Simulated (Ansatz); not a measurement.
# LiMgH (triplet): wave-function methods side by side at scale of all distances = 1.291, cc-pVTZ

Aim: climb from Hartree-Fock through coupled cluster for LiMgH (triplet) at one geometry and basis, and see what each rung misses.

Program: Ansatz 0.2.0, Gaussian basis. Level of theory: cc-pVTZ, core rule «outside noble gas», up to 6 orbitals frozen. These are calculated values, not measurements.

The runs, in order: UHF; CCSD(T) on ROHF; CCSD(T) on UHF; BCCD(T) on ROHF; CCSDT(Q) on ROHF; CCSDT(Q) on UHF; Full CI.

28 further runs of the same task are left out: 16 for a known fault of the program, 10 that didn't finish, 2 set aside as unsound or not needed. Runs told in other sessions of the task aren't counted.

**1. The system**

The geometry derives from a PBE0/def2-TZVP stationary point (not a proven minimum). All distances are scaled together.

3 atoms, charge 0, spin multiplicity 3.

Atoms are counted from 1 here; the program's logs count them from 0.

No contacts short enough for the rule that draws bonds.

**2. UHF**

in.yaml reads:

```yaml
crystal:
  periodic: [false, false, false]
  atoms:
    - {symbol: Li, position_ang: [0.000000, -0.177251, 2.821657]}
    - {symbol: Mg, position_ang: [0.000000, -0.004520, -0.850199]}
    - {symbol: H, position_ang: [0.000000, 1.329609, 1.070472]}
basis:
  gaussian: {orbitals: cc-pVTZ}
magnetization: {spin_polarized: true, initial_magnetization: 2}
hamiltonian: {xc: hf}
output: {orbitals: {seedname: orbitals}}
```

Command:

```console
ansatz run in.yaml --threads 1 --pin off --events-out ev --progress --plain --max-ram 2393MiB
```

The runs that follow: CCSD(T) on ROHF; CCSD(T) on UHF; BCCD(T) on ROHF; CCSDT(Q) on ROHF; CCSDT(Q) on UHF; Full CI.

Q: Predict the results of all the runs planned. Wanted: FCI from the RHF energy; RMP2 from FCI; UMP2 from FCI; RCCSD from FCI; RCCSD(T) from FCI; UCCSD(T) from FCI; RCCSDT(Q) from FCI; UCCSDT(Q) from FCI; T1 diagnostic.

**Answer**, as computed:

| quantity | value |
| --- | --- |
| FCI from the ROHF energy | -1.4067 eV |
| RMP2 from FCI | +434.7 meV |
| UMP2 from FCI | +431.4 meV |
| RCCSD from FCI | +60.7 meV |
| RCCSD(T) from FCI | +20.3 meV |
| UCCSD(T) from FCI | +18.3 meV |
| RCCSDT(Q) from FCI | +0.2 meV |
| UCCSDT(Q) from FCI | -1.0 meV |
| levels within 1 kcal/mol (43 meV) | RCCSD(T), UCCSD(T), BCCD(T), RCCSDT, UCCSDT, RCCSDT(Q), UCCSDT(Q) |
| T1 diagnostic | 0.055 |
| effectively unpaired electrons | 2.04 |

What this shows: RCCSD(T) misses by +20.3 meV, 1.4 % of the correlation energy. The occupations are near whole numbers, but T1 = 0.055 shows that the orbitals relax strongly. These misses are within one basis, not against nature; the frozen cores of restricted and unrestricted runs differ, which can shift their rows.

Levels on UHF freeze UHF's core orbitals, full CI those of ROHF, so the U rows can settle a little off it for that reason alone.
